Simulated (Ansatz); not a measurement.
# BHOSi: the cost of one run

Program: Ansatz 0.2.0, Gaussian basis. Level of theory: def2-QZVPP, core rule «outside noble gas», up to 7 orbitals frozen. These are calculated values, not measurements.

Plan: UHF; ROHF; CCSD(T) on UHF.

2 further runs of the same task are left out: 2 set aside as unsound or not needed.

## Step 1: The system

The geometry is a PBE0/def2-TZVP stationary point (not a proven minimum).

4 atoms, charge 0, spin multiplicity 3.

Atoms are counted from 1 here; the program's logs count them from 0.

Bond lengths: B1–Si2 1.800 Å, B1–H4 1.175 Å, Si2–O3 1.513 Å. Angles: Si2–B1–H4 180.0°, B1–Si2–O3 180.0°.

## Step 2: UHF

Input file in.yaml:

```yaml
crystal:
  periodic: [false, false, false]
  atoms:
    - {symbol: B, position_ang: [0.000000, 0.000000, 0.984275]}
    - {symbol: Si, position_ang: [0.000000, 0.000000, -0.815325]}
    - {symbol: O, position_ang: [0.000000, 0.000000, -2.328425]}
    - {symbol: H, position_ang: [0.000000, 0.000000, 2.159475]}
basis:
  gaussian: {orbitals: "def2-QZVPP.json"}
magnetization: {spin_polarized: true, initial_magnetization: 2}
hamiltonian: {xc: hf}
output: {orbitals: {seedname: orbitals}}
```

Started as:

```bash
ansatz run in.yaml --threads 1 --pin off --events-out ev --progress --plain --max-ram 2393MiB
```

Q: Estimate wall time and peak memory on 1 thread of Arm Neoverse V1, shared host.

About 11 s, with a peak of 0.4 GiB.
